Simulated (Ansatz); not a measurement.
Input file:

```yaml
crystal:
  periodic: [false, false, false]
  atoms:
    - {symbol: C, position_ang: [0.000000, 0.000000, 0.556162]}
    - {symbol: F, position_ang: [0.000000, 1.109716, -0.237342]}
    - {symbol: F, position_ang: [0.000000, -1.109716, -0.237342]}
    - {symbol: H, position_ang: [-0.908369, 0.000000, 1.159958]}
    - {symbol: H, position_ang: [0.908369, 0.000000, 1.159958]}
basis:
  gaussian: {orbitals: STO-3G}
hamiltonian: {xc: {name: PBE0}}
output: {orbitals: {seedname: orbitals}}
```

```sh
$ ansatz run in.yaml --threads 1 --pin off --events-out ev --progress --plain --max-ram 4160MiB --backend cpu
```

Log:

```
247 factors; integrals over basis functions are off by at most 1.5e-5 eV
mean field evaluation 1: about -6403.9353 eV, gradient 2.1e1 eV
mean field evaluation 2: about -6404.1519 eV, gradient 2.1e1 eV
mean field evaluation 4: about -6405.2891 eV, gradient 2.2e-1 eV
mean field evaluation 8: about -6405.2940 eV, gradient 3.2e-4 eV
mean field -6405.29403531 eV, -235.3902141333 hartree, gradient 2.1e-5 eV, S^2 0.000000; 0 other end points of the search recorded, 0 dependent functions left out
reference -6405.29404411 eV, -235.3902144569 hartree; 13, 13 occupied and 4, 4 virtual orbitals, 247 factors
Total energy: -6405.29404411 eV, -235.3902144569 hartree
```

Ran on 1 thread of AMD EPYC 7R13, shared host: 0.27 s wall, 0.1 GiB peak host memory.
